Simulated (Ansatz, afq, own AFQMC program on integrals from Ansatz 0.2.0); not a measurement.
## HSCl, triplet in cc-pVTZ, levels against CCSDT(Q)

```yaml
atoms:
  - { symbol: Cl, position_ang: [0.0000, 0.0000, -1.5663] }
  - { symbol: H, position_ang: [0.0000, 0.0000, -0.2875] }
  - { symbol: S, position_ang: [0.0000, 0.0000, 1.8537] }
```

Connectivity, by distances: ClH ··· S.

Basis cc-pVTZ. Only valence electrons are correlated. Ansatz 0.2.0 and our own AFQMC program on the same integrals; the CISD trial comes from CCSD amplitudes, and released means the phaseless constraint is let go. Uncertainties: one standard error, sampling alone.

Determinant: UHF, the one that the program's search chose, which needn't be the lowest solution. The geometry is a point of a scan.

No full CI on the walks' own integrals is used here; CCSDT(Q) serves as the reference and is uncertain by about the last step of the cluster series.

Cautions: lower spins were not checked.

- T1 diagnostic: 0.0083
- weight of the determinant in the CISD state: 0.861
- ⟨S²⟩ of the determinant: 2.013
- size of the correlated space: 14 electrons in 72 orbitals

Reference: CCSDT(Q), correlation energy -10.380 eV. The released energy is read at 2.40 1/Eh (meV from the phaseless value at times in 1/Eh: -7 ± 5 at 0.24, -9 ± 6 at 0.51, -12 ± 5 at 0.99, -16 ± 8 at 1.62, -17 ± 9 at 2.40).

```
         level  E − E(reference) (kJ/mol)  share of correlation (%)
            HF                     1001.5                      0.00
           MP2                      146.9                     85.33
          CCSD                       39.1                     96.09
       CCSD(T)                        4.6                     99.54
         CCSDT                        1.3                     99.87
 ph-AFQMC/CISD                  1.1 ± 0.5                     99.89
released AFQMC                 -0.5 ± 0.9                    100.05
```

A walk keeps the symmetry of its determinant, which the program's search chose and which needn't be the lowest solution, so a lower state of the same spin and another symmetry isn't excluded. Released energies are given only where the last usable release times agree within the noise; a slower fall can still hide under it.
